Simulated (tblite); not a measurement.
Compound: C4H9OP.
Cartesian coordinates in Å at the GFN2-xTB level; atoms count from 1:
```xyz
15
C4H9OP angstrom
C      2.1708    0.2719   -0.2686
C      1.0036   -0.6221   -0.5830
O      0.9918   -1.4136   -1.4915
P     -0.4231   -0.5192    0.6046
C     -1.7128   -1.2382   -0.4988
C     -0.8056    1.2836    0.3778
H      3.0754   -0.1064   -0.7400
H      1.9673    1.2689   -0.6578
H      2.3022    0.3428    0.8094
H     -1.7180   -0.7400   -1.4670
H     -1.4915   -2.2939   -0.6410
H     -2.6858   -1.1399   -0.0203
H     -1.7814    1.4718    0.8212
H     -0.8297    1.5578   -0.6760
H     -0.0676    1.8844    0.9036
```

All values are computed: GFN2-xTB (tblite) harmonic vibrations without scaling, gas phase. The method is semi-empirical: single wavenumbers can be off by several per cent or more. One conformer, not necessarily the lowest.

Harmonic wavenumbers (cm⁻¹): 48.7, 106.6, 123.9, 174.7, 191.5, 212.9, 261.2, 315.7, 421.8, 511.6, 621.2, 707.7, 751.0, 824.1, 861.3, 891.2, 939.2, 953.3, 982.7, 1106.7, 1311.7, 1312.9, 1359.3, 1426.8, 1437.9, 1442.2, 1443.4, 1453.3, 1460.6, 1736.9, 2989.3, 2996.8, 3008.3, 3009.2, 3016.5, 3021.5, 3025.5, 3027.9, 3035.7.

A = 3778, B = 2488, C = 1756 MHz; mass 104.039 u (most abundant isotopes); point group C1, symmetry number 1.

Problem. What is the zero-point energy?

Solution. ½Σν̃ = 26261 cm⁻¹ = 75.08 kcal/mol.

Problem. What is S at 298.15 K and 1 bar for an ideal gas of classical rigid rotors and harmonic oscillators?

Solution. Translation 39.86, rotation 27.37, vibration 24.38: S = 91.6 cal/(mol K).

Problem. And Cp and H(298.15 K) − H(0)?

Solution. Cp = 32.13 cal/(mol K), of which vibrations give 24.18 (their classical limit is 39 R = 77.5); H(298.15 K) − H(0) = 6.20 kcal/mol without the zero-point energy, 3.83 from vibrations.

Problem. What must be added to the electronic energy to get the Gibbs energy at 298.15 K and 1 bar?

Solution. ZPE + [H(298.15 K) − H(0)] − T·S = 75.08 + 6.20 − 27.31 = 53.97 kcal/mol.

Problem. Which modes carry the vibrational entropy at 298.15 K?

Solution. 48.7 cm⁻¹: 4.87; 106.6 cm⁻¹: 3.33; 123.9 cm⁻¹: 3.04; 174.7 cm⁻¹: 2.38; 191.5 cm⁻¹: 2.21; 212.9 cm⁻¹: 2.02 cal/(mol K); the other 33 give 6.52 together.

Hindered rotation and anharmonicity are outside this model. Other conformers, if any are populated, would add a mixing term that is left out. The structure is chiral; the term R ln 2 for an equal mix with its mirror image is left out.
